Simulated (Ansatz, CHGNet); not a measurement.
For rock-salt NaCl, the machine-learned potential CHGNet 0.3.0 (trained on PBE and PBE+U data) gives:

```
Quantity                     Result
-------------------------  --------
lattice constant a          5.696 Å
elastic constant C11       45.5 GPa
elastic constant C44        6.0 GPa
polycrystal shear modulus   8.1 GPa
```

Task: What does HSE06 (plane waves, PAW; Ansatz, an electronic-structure program) give for the same quantities?

Result: 
- lattice constant a: 5.653 Å (drops by 0.8 %)
- elastic constant C11: 50.7 GPa (rises by 11 %)
- elastic constant C44: 13.1 GPa (goes up by 120 %)
- Voigt–Reuss–Hill shear modulus: 15.3 GPa (grows by 89 %)

For comparison: lattice constant a 5.569 Å (measured, static lattice: zero-point anharmonic expansion removed; as tabulated in Mejia-Rodriguez and Trickey (2018), arXiv:1807.09216); elastic constant C11 57.3 GPa (measured, 4 K, no zero-point or thermal correction; as tabulated in X. Wang et al., RSC Advances (2016)); elastic constant C44 13.3 GPa (measured, 4 K, not corrected to a static lattice; as tabulated in X. Wang et al., RSC Advances (2016)).

Changes are worked out from the printed values.

Unless a cell is named, each level is at its own relaxed cell (CHGNet 0.3.0 23.10, HSE06 22.58 Å³/atom).

Ansatz's density-functional and Hartree–Fock values are scalar-relativistic unless marked +SOC, with PAW data made under PBE.
